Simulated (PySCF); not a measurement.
Problem. Give a GFN2-xTB geometry of `Fc1cc[nH]c1`.

Solution. 
```xyz
10
C4H4FN angstrom
F      2.3880   -0.6620    0.1854
C      1.0970   -0.3035    0.0839
C      0.0123   -1.1867   -0.0580
C     -1.1053   -0.3979   -0.1229
N     -0.7276    0.9009   -0.0260
C      0.6249    0.9809    0.1019
H      0.0608   -2.2547   -0.1045
H     -2.1347   -0.6754   -0.2304
H     -1.3501    1.6909   -0.0466
H      1.1437    1.9122    0.1946
```

Orientation and origin are arbitrary. Atoms count from 1 in this order. The 3 C–C bonds span 1.369 Å (C2–C6, aromatic) to 1.406 Å (C2–C3, aromatic), a spread of 0.037 Å. The 6 heavy atoms lie in one plane (0.000 Å rms). N5 (pyrrole-type nitrogen) is planar (angles 125.3°, 124.8° and 109.9°, sum 360.0°, 0.00 Å off the plane of its three neighbours). The 5-membered ring C2–C3–C4–N5–C6 has internal angles of 105.8° to 109.9°; it is planar, 0.00 Å rms from its mean plane, widest ring torsion 0°.

Bonds between heavy atoms (Å): F1–C2 1.344, C2–C3 1.406, C3–C4 1.369, C4–N5 1.356, N5–C6 1.361, C2–C6 1.369.

The geometry is computed with GFN2-xTB (gas phase).

Point group: Cs (every atom within 0.08 Å of its image). Whether it is a minimum is left open (no frequencies).
